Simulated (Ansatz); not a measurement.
Start from AlAs in the zinc blende structure (space group F-43m, No. 216; a = 5.674 Å).

Level of theory: PBEsol (Ansatz, an electronic-structure program, PAW, no spin-orbit coupling), earlier PAW set.

Now apply this change: B takes the place of Al on all its sites, then cell and atoms are relaxed.

Measured lattice parameter a: AlAs 5.649 Å (static lattice; corrected from measurement; as listed in Daniel Mejia-Rodriguez, S. B. Trickey, Phys. Rev. B (2018)); BAs 4.777 Å (room temperature; as listed in M J Lucero, T M Henderson, G E Scuseria, Journal of Physics Condensed Matter (2012)).

Problem. How well does PBEsol reproduce the measured shift?

Solution. With PBEsol the lattice parameter a moves by -0.907 Å (5.674 → 4.768) against -0.872 Å measured. The two measured values stand on different bases (one corrected, one not), which blurs small differences.

Stability against distortions was not tested.
